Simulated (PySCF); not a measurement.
Electrostatic solvation of a mixed set.

Level: CAM-B3LYP/def2-SVPD in PySCF, non-relativistic, each on one gas-phase PBE0-D3(BJ)/def2-SVP geometry that isn't relaxed in the solvent. The solvent is an IEF-PCM continuum (van der Waals radii × 1.2). Specific hydrogen bonds and non-electrostatic terms are outside this model.

Question: Order them by E(solvent) − E(gas) in chloroform (ε = 4.711), most negative first (kJ/mol).
A. `[CH3:1][C:2]#[C:3][CH2:4][S:5]([CH3:6])(=[O:7])=[O:8]` with C3–C4–S5–C6 60°
B. `Fc1ccc(F)c(F)c1F`
C. `COC`

Answer: A (-38.8), B (-10.3), C (-8.1).

```csv
SMILES,charge,ΔE (kJ/mol),polarisation term (kJ/mol),HOMO shift (eV),dipole gas (D),dipole solvent (D),atoms,"lowest singlet, gas (eV)","lowest singlet, solvent (eV)"
CC#CCS(C)(=O)=O,0,-38.8,-44.0,+0.08,5.38,6.47,16,6.15,6.14
Fc1ccc(F)c(F)c1F,0,-10.3,-11.6,+0.16,2.58,3.18,12,5.39,5.40
COC,0,-8.1,-9.0,+0.01,1.31,1.60,9,7.13,7.16
```

The polarisation term is half the interaction of the solute with the induced surface charges. Singlets are vertical TDDFT energies (frozen core, non-equilibrium response), the lowest in each medium.
